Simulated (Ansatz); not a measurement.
## Ansatz (development build ahead of 0.2.0) run

```yaml
crystal:
  periodic: [false, false, false]
  atoms:
    - { symbol: S, position_ang: [-0.1887, 0.2977, -0.1169] }
    - { symbol: O, position_ang: [0.5728, -0.5138, -1.0532] }
    - { symbol: O, position_ang: [-0.1955, -0.0815, 1.2871] }
basis:
  gaussian: { orbitals: def2-SVP }
magnetization:
  spin_polarized: true
  initial_magnetization: 2
hamiltonian:
  xc: hf
output:
  forces: true
```

The input is written out in the form of the current development build from the run's settings.

Output:

* Converged: yes
* Total energy: -546.84901 hartree
* Spin squared of the determinant: 2.021
* Stability test: minimum

Forces (eV/Å):
```json
{"atom": "S1", "Fx": "-4.842", "Fy": "7.639", "Fz": "-3.001"}
{"atom": "O2", "Fx": "3.868", "Fy": "-4.634", "Fz": "-2.909"}
{"atom": "O3", "Fx": "0.973", "Fy": "-3.005", "Fz": "5.910"}
```

Caution: another spin multiplicity may lie lower.
